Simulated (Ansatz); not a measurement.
Born–Oppenheimer molecular dynamics of AlH4NO (7 atoms, charge 0, multiplicity 1). It starts at the highest image of a converged band, a first-order saddle point between two minima.

Computed with Ansatz, RKS PBE/6-31G*.

| Quantity | Value |
| --- | --- |
| ensemble | NVE (velocity Verlet) |
| time step | 0.5 fs |
| steps asked | 200 |
| starting velocities drawn for | 100 K |
| seed | 8276 |

First frame:

```xyz
7
Properties=species:S:1:pos:R:3
Al -0.343 -0.155 0.642
H 1.161 -0.482 1.416
O 1.484 0.201 0.243
H 1.924 -0.415 -0.393
N -1.381 -0.118 -0.835
H -2.383 -0.315 -0.846
H -1.102 0.332 -1.711
```

Q: What does the run give?

A: The run went to its last step.

```
steps done                                               : 200
time covered                                             : 100 fs
mean temperature over the second half                    : 1939 K
spread of the potential energy over the second half      : 56.8 meV per atom
mean potential energy of the second half above the start : -169.9 meV per atom
```

The conserved energy stayed within 0.44 meV per atom of its start (net change -0.012 meV per atom), so the integration is sound. The kinetic energy rose, since the run started high on the potential surface and went downhill. A run of 0.1 ps of so small a system gives no equilibrium averages. The orbitals stay closed-shell, which can raise the energy where a bond breaks towards radicals; this wasn't checked here.

Q: What happens to the structure?

A: Between its relaxed ends the band would form H2–O3 and break Al1–H2. These pairs go: H2–O3 1.40 → 3.48 Å, Al1–H2 1.72 → 1.85 Å. In the last frame they stand as before the step (other bonds may differ from the relaxed reactants and products). These pairs come and go: their bonding changes 8 times, last at 100 of 100 fs, so the outcome isn't settled. It ends as one piece, AlH4NO. Pairs count as bonded within 1.25 times the sum of covalent radii (0.12 Å more for H–H). The details hang on the random start.

Q: How do temperature and energy run in time?

A: 
```csv
time (fs),T (K),potential energy less start (eV),conserved less start (meV/atom)
0,100,0.000,0.00
5,61,0.026,0.02
10,92,0.005,0.02
15,284,-0.118,0.07
20,1362,-0.815,0.08
25,3179,-1.992,-0.23
30,2920,-1.823,-0.12
35,1826,-1.115,0.02
40,1729,-1.054,-0.14
45,1292,-0.769,0.24
50,2482,-1.542,-0.30
55,1539,-0.929,0.06
60,2176,-1.342,-0.01
65,2807,-1.751,-0.20
70,2573,-1.600,-0.31
75,1349,-0.807,0.09
80,1791,-1.093,0.00
85,2511,-1.560,-0.17
90,2197,-1.357,-0.28
95,789,-0.445,0.10
100,1310,-0.782,-0.01
```

Time of the run: 4.9 min on 1 thread of Arm Neoverse V1 (shared host), peak memory 0.097 GiB.
